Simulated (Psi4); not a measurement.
# P4 (SMILES P12P3P1P23) at TPSS/def2-SVPD

What is the vertical ionisation energy of P4 at TPSS/def2-SVPD? 

The calculation is run with Psi4 1.11.

3 further runs of the same task are left out: 2 that didn't finish, 1 set aside as unsound or not needed.

## 1. The structure to begin with

P4: 4 atoms, total charge 0, spin state singlet. SMILES: `P12P3P1P23`. The coordinates come from a PBE0-D4/def2-TZVP relaxation.

Bond lengths: P1–P2 2.184 Å, P1–P3 2.184 Å, P2–P3 2.184 Å, P1–P4 2.184 Å, P2–P4 2.184 Å, P3–P4 2.184 Å. Some angles: P1–P2–P3 60.0°, P1–P2–P4 60.0°, P3–P2–P4 60.0°, P2–P1–P3 60.0°, P2–P1–P4 60.0°, P3–P1–P4 60.0°, P1–P3–P2 60.0°, P1–P3–P4 60.0°, P2–P3–P4 60.0°, P1–P4–P2 60.0°.

## 2. Energy and gradient at TPSS/def2-SVPD

Input file p4.dat:

```
memory 1600 mb

molecule {
  0 1
  P
  P 1 R2
  P 1 R3 2 A3
  P 3 R4 1 A4 2 D4

  R2 = 2.183836
  R3 = 2.183749
  A3 = 60.00032
  R4 = 2.183747
  A4 = 60.00076
  D4 = -70.53034
  units angstrom
  symmetry c1
}

set {
  puream               true
  e_convergence        1e-09
  d_convergence        1e-08
  scf_type             pk
  dft_radial_points    99
  dft_spherical_points 590
}

e, wfn = gradient("tpss/def2-SVPD", return_wfn=True)
oeprop(wfn, "LOWDIN_CHARGES", "DIPOLE", "MAYER_INDICES", title="TPSS")
print_variables()
```

Command:

```console
$ psi4 -n 1 p4.dat p4.out
```

p4.out:

```text
[...]
  Running in c1 symmetry.
[...]
  Nuclear repulsion =  327.132413600121652
[...]
  Multiplicity = 1
[...]
  Nalpha       = 30
  Nbeta        = 30
[...]
    Number of basis functions: 96
[...]
   @RKS iter   1: -1365.04967456958866    2.38326e-01   3.94916e-03 DIIS/ADIIS
[...]
   @RKS iter   8: -1365.14314490661855   -1.02091e-10   8.29019e-09 DIIS
[...]
    Orbital Energies [Eh]
    ---------------------
    Doubly Occupied:
       1A    -76.610892     2A    -76.610863     3A    -76.610859
       4A    -76.610858     5A     -6.396639     6A     -6.396576
       7A     -6.396573     8A     -6.396573     9A     -4.580058
      10A     -4.579567    11A     -4.579565    12A     -4.579563
      13A     -4.577873    14A     -4.577872    15A     -4.577838
      16A     -4.577838    17A     -4.577837    18A     -4.577714
      19A     -4.577713    20A     -4.577711    21A     -0.766684
      22A     -0.502855    23A     -0.502845    24A     -0.502841
      25A     -0.327709    26A     -0.277016    27A     -0.277007
      28A     -0.277003    29A     -0.249172    30A     -0.249169
[...]
  @RKS Final Energy: -1365.14314490661855
   => Energetics <=
    Nuclear Repulsion Energy =            327.1324136001216516
    One-Electron Energy =               -2539.3652725623051083
    Two-Electron Energy =                 940.1802306494048480
    DFT Exchange-Correlation Energy =     -93.0905165938398795
    Empirical Dispersion Energy =           0.0000000000000000
    VV10 Nonlocal Energy =                  0.0000000000000000
    Total Energy =                      -1365.1431449066185451
[...]
  -Total Gradient:
     Atom            X                  Y                   Z
    ------   -----------------  -----------------  -----------------
       1       -0.007323652501     0.010356747481     0.017913181178
       2       -0.007298661937     0.010339929663    -0.017893866871
       3       -0.007321706002    -0.020703509502    -0.000003011203
       4        0.021948116148     0.000007040440    -0.000014050378
[...]
 Multipole Moments:
 ------------------------------------------------------------------------------------
     Multipole            Electronic (a.u.)      Nuclear  (a.u.)        Total (a.u.)
 ------------------------------------------------------------------------------------
 L = 1.  Multiply by 2.5417464519 to convert [e a0] to [Debye]
 Dipole X            :         -0.0000007            0.0000000           -0.0000007
 Dipole Y            :          0.0000108            0.0000000            0.0000108
 Dipole Z            :          0.0000013           -0.0000000            0.0000013
 Magnitude           :                                                    0.0000109
[...]
```

It took 37 s on 1 thread of Intel Xeon Platinum 8259CL at 2.50GHz (Skylake/Cascade Lake), shared host; peak memory 0.8 GiB.

## 3. The doublet cation: the energy at UTPSS/def2-SVPD

Input file calc.inp:

```
memory 1.6 GB

molecule m {
  1 2
  P
  P 1 R2
  P 1 R3 2 A3
  P 3 R4 1 A4 2 D4

  R2 = 2.183836
  R3 = 2.183749
  A3 = 60.00032
  R4 = 2.183747
  A4 = 60.00076
  D4 = -70.53034
  units angstrom
  symmetry c1
}

set basis def2-SVPD
set reference uks
set puream true
set e_convergence 1e-09
set d_convergence 1e-08
set scf_type pk
set dft_radial_points 99
set dft_spherical_points 590
set maxiter 100

e, wfn = energy('tpss', return_wfn=True)
oeprop(wfn, 'DIPOLE', 'LOWDIN_CHARGES', 'QUADRUPOLE', title='TPSS')
```

Command:

```console
$ psi4 -i calc.inp -o calc.out -n 1
```

calc.out:

```text
[...]
  Running in c1 symmetry.
[...]
  Nuclear repulsion =  327.132413600121652
[...]
  Multiplicity = 2
[...]
  Nalpha       = 30
  Nbeta        = 29
[...]
    Number of basis functions: 96
[...]
   @UKS iter   1: -1364.75995132729213    5.28049e-01   2.42563e-03 ADIIS/DIIS
[...]
   @UKS iter  20: -1364.78815456751795   -7.95808e-12   8.14136e-09 DIIS
[...]
   @S^2 Observed:                7.540246635E-01
[...]
    Orbital Energies [Eh]
    ---------------------
    Alpha Occupied:
       1A    -76.849328     2A    -76.849300     3A    -76.849294
       4A    -76.849291     5A     -6.634233     6A     -6.634170
       7A     -6.634165     8A     -6.634163     9A     -4.819020
      10A     -4.819011    11A     -4.818882    12A     -4.818874
      13A     -4.816365    14A     -4.815881    15A     -4.815874
      16A     -4.815838    17A     -4.813918    18A     -4.813856
      19A     -4.813850    20A     -4.813759    21A     -1.006788
      22A     -0.747464    23A     -0.733020    24A     -0.733002
      25A     -0.546445    26A     -0.502390    27A     -0.500446
      28A     -0.500434    29A     -0.492207    30A     -0.471745
    Alpha Virtual:
[...]
  @UKS Final Energy: -1364.78815456751795
   => Energetics <=
    Nuclear Repulsion Energy =            327.1324136001216516
    One-Electron Energy =               -2525.3248427918374546
    Two-Electron Energy =                 926.2136139350973281
    DFT Exchange-Correlation Energy =     -92.8093393108995315
    Empirical Dispersion Energy =           0.0000000000000000
    VV10 Nonlocal Energy =                  0.0000000000000000
    Total Energy =                      -1364.7881545675179495
[...]
 Multipole Moments:
 ------------------------------------------------------------------------------------
     Multipole            Electronic (a.u.)      Nuclear  (a.u.)        Total (a.u.)
 ------------------------------------------------------------------------------------
 L = 1.  Multiply by 2.5417464519 to convert [e a0] to [Debye]
 Dipole X            :         -0.0000062            0.0000000           -0.0000062
 Dipole Y            :         -0.0000286            0.0000000           -0.0000286
 Dipole Z            :          0.0000383           -0.0000000            0.0000383
 Magnitude           :                                                    0.0000482
 L = 2.  Multiply by 1.3450342976 to convert [e a0^2] to [Debye ang]
 Quadrupole XX       :       -158.7110418          127.7258074          -30.9852344
 Quadrupole XY       :          0.3432727           -0.0034967            0.3397760
[...]
```

Run time: 81 s. Hardware: 1 thread of Intel Xeon Platinum 8259CL at 2.50GHz (Skylake/Cascade Lake), shared host; peak memory 0.8 GiB.

## 4. Summary of results

Level: TPSS/def2-SVPD.

| quantity | value |
| --- | --- |
| singlet P4: total energy | -1365.14314 Eh |
| singlet P4: dipole moment | 0.00 D |
| singlet P4: HOMO energy | -6.78 eV |
| singlet P4: LUMO energy | -1.45 eV |
| singlet P4: HOMO–LUMO gap | 5.33 eV |
| singlet P4: largest force on an atom | 1.129 eV/Å |
| doublet cation: total energy | -1364.78815 Eh |
| doublet cation: HOMO energy (highest over α and β) | -12.69 eV |
| doublet cation: LUMO energy (lowest over α and β) | -12.55 eV |
| doublet cation: ⟨S²⟩ | 0.754 |
| vertical ionisation energy (to the doublet cation) | 9.660 eV |

What this shows: Removing an electron at fixed nuclei costs 9.66 eV (223 kcal/mol). The largest force (singlet P4) is 1.13 eV/Å: the shape isn't a stationary point for this species at this level. The negative HOMO energy of the first species, 6.78 eV, lies 2.88 eV below that difference.
